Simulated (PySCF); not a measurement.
## Level of theory and proton affinities: trimethylamine

Structure: `CN(C)C` (C3H9N). Coordinates in Å; atoms count from 1 in this order:
```
C    -0.3427    1.3147    0.3379
N    -0.1163   -0.0967    0.4984
C     1.2730   -0.4491    0.3755
C    -0.9637   -0.8911   -0.3500
H    -0.0871    1.6912   -0.6807
H     0.2617    1.8815    1.0632
H    -1.4014    1.5533    0.5246
H     1.6923   -0.2492   -0.6387
H     1.4141   -1.5203    0.5882
H     1.8750    0.1192    1.1017
H    -0.7731   -0.7346   -1.4380
H    -0.8175   -1.9617   -0.1375
H    -2.0220   -0.6530   -0.1602
```

All levels share the PBE0-D3(BJ)/def2-SVP structures and the PBE0-D3(BJ)/def2-SVP thermal terms; only the single-point energies (PySCF) change. Values are proton affinities (298 K, kJ/mol).

```tsv
level	N2	time
LDA/def2-TZVP	907	25 s
M06/def2-TZVP (grid 3)	927	30 s
PBE0-D3(BJ)/def2-SV(P)	931	3.9 s
PBE-D3(BJ)/def2-TZVP	938	30 s
PBE0-D3(BJ)/ma-def2-SVP	940	7.3 s
M06-2X/def2-TZVP (grid 3)	940	33 s
CAM-B3LYP-D3(BJ)/def2-TZVP	942	15 s
PBE0-D3(BJ)/pcseg-1	942	5.6 s
BLYP-D3(BJ)/def2-TZVP	943	30 s
PBE0-D3(BJ)/aug-pcseg-1	944	11 s
PBE0-D3(BJ)/aug-cc-pVDZ	947	13 s
PBE0-D3(BJ)/def2-TZVP	948	–
PBE0-D3(BJ)/def2-SVP	948	5.6 s
PBE0-D3(BJ)/6-311+G**	949	9.4 s
PBE0-D3(BJ)/pcseg-2	949	23 s
PBE0-D3(BJ)/6-311++G(2d,2p)	950	16 s
PBE0-D3(BJ)/cc-pVDZ	951	6.2 s
LC-ωPBE/def2-TZVP	952	32 s
OPBE/def2-TZVP	954	29 s
B97-2/def2-TZVP	954	15 s
ωB97X-D3(BJ)/def2-TZVP	957	15 s
PBE0-D3(BJ)/6-31G	973	3.2 s
```

Times are wall times for all single points of a level on 1 thread of Arm Neoverse V1, a shared host; the dash marks the run that also made the structures. BLYP, LC-ωPBE, LDA, OPBE, PBE ran on a slower path of this set-up, which computes the density-fitting integrals anew in every SCF cycle while the other levels store them. So the times needn't show the usual order of cost, and those levels read slower than they are.

The spread: 66 kJ/mol, from 907 to 973.
